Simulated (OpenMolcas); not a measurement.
## C3H5N (isocyanoethane): a line through the functionals

The species is C3H5N (9 atoms), meant as a singlet with charge 0. SMILES: `[C-]#[N+]CC`. The coordinates come from a PBE0-D4/def2-TZVP relaxation.

The dipole moment y, in D, basis cc-pVDZ; a is the functional's share of exact exchange. Programs: OpenMolcas 26.06.

| functional | program | a | y (D) |
| --- | --- | --- | --- |
| r2SCAN | OpenMolcas | 0 | 3.98 |
| revPBE | OpenMolcas | 0 | 3.94 |
| B3LYP | OpenMolcas | 0.2 | ? |
| PBE0 | OpenMolcas | 0.25 | 3.91 |
| BHLYP | OpenMolcas | 0.5 | 3.79 |

Problem. Fit y = c + s·a to the known rows and predict B3LYP.

Solution. 
1. Means of the 4 rows: a = 0.1875, y = 3.905.
2. Σ(Δa)² = 0.17188, Σ(Δa·Δy) = -0.05625, so the slope is -0.05625/0.17188 = -0.32726.
3. Intercept: 3.905 − (-0.32726) × 0.1875 = 3.966. The largest residual of the fit is 0.026.
4. B3LYP: 3.966 + (-0.32726) × 0.2 = 3.90 D.

The run gave 3.87 D, so the prediction is off by +0.03 D, about the scatter of the fit.
